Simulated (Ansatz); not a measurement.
**CH₅AlN+ (SMILES [CH2+][NH][AlH2]): one structure at several levels**

How do the functionals fare away from a minimum? The structure is a structure displaced at random from a GFN2-xTB minimum.

Program: Ansatz 0.2.0, Gaussian basis. Level of theory: single points in def2-TZVPP. These are calculated values, not measurements.

Cores are frozen in the correlated methods.

## Step 1: Starting geometry

8 atoms, charge 1, spin multiplicity 1.

Atoms are counted from 1 here; the program's logs count them from 0.

Bond lengths: C1–N2 1.269 Å, C1–H4 1.066 Å, C1–H5 1.076 Å, N2–Al3 1.952 Å, N2–H6 1.023 Å, Al3–H7 1.525 Å, Al3–H8 1.540 Å. Angles: N2–C1–H4 120.4°, N2–C1–H5 121.6°, H4–C1–H5 118.0°, C1–N2–Al3 117.4°, C1–N2–H6 117.7°, Al3–N2–H6 124.9°, N2–Al3–H7 118.5°, N2–Al3–H8 110.2°, H7–Al3–H8 131.2°.

Geometry (Å):

```xyz
8

C    -1.0124    0.7243   -0.3757
N     0.2117    0.6688   -0.0446
Al    0.9452   -1.0855    0.3969
H    -1.6074   -0.1600   -0.3927
H    -1.4895    1.6583   -0.6181
H     0.7369    1.5462   -0.0175
H     2.4211   -1.1855    0.7681
H    -0.1447   -2.1655    0.2694
```

## Step 2: CCSD(T)/def2-TZVPP

The input, run/in.yaml:

```yaml
crystal:
  periodic: [false, false, false]
  atoms:
    - {symbol: C, position_ang: [-1.012400, 0.724300, -0.375700]}
    - {symbol: N, position_ang: [0.211700, 0.668800, -0.044600]}
    - {symbol: Al, position_ang: [0.945200, -1.085500, 0.396900]}
    - {symbol: H, position_ang: [-1.607400, -0.160000, -0.392700]}
    - {symbol: H, position_ang: [-1.489500, 1.658300, -0.618100]}
    - {symbol: H, position_ang: [0.736900, 1.546200, -0.017500]}
    - {symbol: H, position_ang: [2.421100, -1.185500, 0.768100]}
    - {symbol: H, position_ang: [-0.144700, -2.165500, 0.269400]}
basis:
  gaussian: {orbitals: def2-TZVPP}
total_charge: 1
correlation: {method: ccsd_t}
output: {forces: true}
```

The command line of these runs was not kept.

## Step 3: PBE0-D4/def2-TZVPP

Changes to run/in.yaml since step 2:

```diff
@@ -14,3 +14,3 @@
 total_charge: 1
-correlation: {method: ccsd_t}
-output: {forces: true}
+hamiltonian: {xc: pbe0, dispersion: d4}
+output: {forces: true, orbitals: {seedname: orbitals}}
```

## Step 4: wB97M-V/def2-TZVPP

Changes to run/in.yaml since step 3:

```diff
@@ -14,3 +14,3 @@
 total_charge: 1
-hamiltonian: {xc: pbe0, dispersion: d4}
-output: {forces: true, orbitals: {seedname: orbitals}}
+hamiltonian: {xc: {name: wB97M-V}}
+output: {forces: true}
```

## Step 5: r2SCAN-D4/def2-TZVPP

Changes to run/in.yaml since step 4:

```diff
@@ -14,3 +14,3 @@
 total_charge: 1
-hamiltonian: {xc: {name: wB97M-V}}
+hamiltonian: {xc: r2scan, dispersion: d4}
 output: {forces: true}
```

## Step 6: PBE-D4/def2-TZVPP

Changes to run/in.yaml since step 5:

```diff
@@ -14,3 +14,3 @@
 total_charge: 1
-hamiltonian: {xc: r2scan, dispersion: d4}
+hamiltonian: {xc: pbe, dispersion: d4}
 output: {forces: true}
```

## Step 7: r2SCAN0-D4/def2-TZVPP

Changes to run/in.yaml since step 6:

```diff
@@ -14,3 +14,3 @@
 total_charge: 1
-hamiltonian: {xc: pbe, dispersion: d4}
+hamiltonian: {xc: {name: r2SCAN0}, dispersion: d4}
 output: {forces: true}
```

## Step 8: B97M-V/def2-TZVPP

Changes to run/in.yaml since step 7:

```diff
@@ -14,3 +14,3 @@
 total_charge: 1
-hamiltonian: {xc: {name: r2SCAN0}, dispersion: d4}
+hamiltonian: {xc: {name: B97M-V}}
 output: {forces: true}
```

(Steps that only read results are left out.)

What does the calculation give? Wanted: energy less free atoms, CCSD(T)/def2-TZVPP; RMS force component; RMS force error; HOMO and LUMO, PBE0-D4; T1 diagnostic.

**Answer**, as computed:

```
                                  quantity                                                                                             value
energy less free atoms, CCSD(T)/def2-TZVPP                                                                                    -1896.2 kJ/mol
                       RMS force component                                                              0.311 to 0.438 eV/Å over the methods
                           RMS force error  PBE0-D4 0.258, wB97M-V 0.208, r2SCAN-D4 0.176, PBE-D4 0.178, r2SCAN0-D4 0.293, B97M-V 0.227 eV/Å
                    HOMO and LUMO, PBE0-D4                                                                               -13.81 and -7.81 eV
                             T1 diagnostic                                                                                             0.014
```

What this shows: Against CCSD(T) the functionals' energies less atoms differ by -87.4 to -14.2 kJ/mol, PBE-D4 by -87.4 kJ/mol. A larger basis would deepen the CCSD(T) value, while the functionals are nearly converged already, so the order here is not reliable. The forces of r2SCAN-D4 come nearest to CCSD(T), those of r2SCAN0-D4 are farthest. Frozen-core CCSD(T) forces in triple zeta carry basis errors of their own, and this is one geometry, so small gaps rank nothing.
